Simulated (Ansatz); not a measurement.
The input, for Ansatz 0.2.0:

```yaml
crystal:
  periodic: [false, false, false]
  atoms:
    - {symbol: Si, position_ang: [0.000000, 0.000000, 0.000000]}
    - {symbol: C, position_ang: [0.000000, 0.000000, 2.980000]}
basis:
  gaussian: {orbitals: cc-pVDZ}
magnetization: {spin_polarized: true, initial_magnetization: 0}
hamiltonian: {xc: {name: B2PLYP}}
correlation: {electrons: outside_noble_gas}
```

```sh
$ ansatz run in.yaml --threads 1 --pin off --events-out ev --progress --plain --max-ram 2393MiB
```

Question: Roughly how long does this take on 1 thread of Arm Neoverse V2, shared host, and how much host memory?

Answer: 14 s wall and 0.08 GiB.

```
318 factors; integrals over basis functions are off by at most 5.6e-4 eV
mean field evaluation 1: about -8890.7935 eV, gradient 2.4e1 eV
mean field evaluation 2: about -8890.8091 eV, gradient 2.4e1 eV
mean field evaluation 4: about -8885.7618 eV, gradient 3.2e1 eV
mean field evaluation 8: about -8896.7360 eV, gradient 1.1e-1 eV
mean field evaluation 16: about -8896.8030 eV, gradient 3.8e-1 eV
mean field evaluation 32: about -8898.6971 eV, gradient 4.7e-1 eV
mean field evaluation 64: about -8899.2450 eV, gradient 5.8e-4 eV
mean field evaluation 96: about -8899.2497 eV, gradient 1.5e-1 eV
mean field evaluation 128: about -8897.0634 eV, gradient 1.7e0 eV
mean field evaluation 160: about -8899.2068 eV, gradient 2.0e0 eV
mean field evaluation 192: about -8899.0360 eV, gradient 2.0e0 eV
mean field evaluation 224: about -8898.7325 eV, gradient 2.6e-2 eV
mean field evaluation 256: about -8888.5218 eV, gradient 2.1e1 eV
mean field evaluation 288: about -8898.4413 eV, gradient 1.1e0 eV
mean field evaluation 320: about -8899.2069 eV, gradient 9.5e-2 eV
mean field evaluation 352: about -8899.2571 eV, gradient 7.7e-2 eV
mean field -8899.26326882 eV, -327.0418929918 hartree, gradient 2.3e-6 eV, S^2 1.918252; 19 other end points of the search recorded, 0 dependent functions left out
6 core orbitals not correlated: weight in the atoms' cores, before any rotation towards them, 1.000 or more for the frozen orbitals, at most 0.000 for the correlated occupied ones
reference -8899.26337627 eV, -327.0418969407 hartree; 4, 4 occupied and 22, 22 virtual orbitals, 318 factors
second order -3.69708625 eV of doubles, -0.00000000 eV of singles
Total energy: -8900.26158956 eV, -327.0785806025 hartree
```
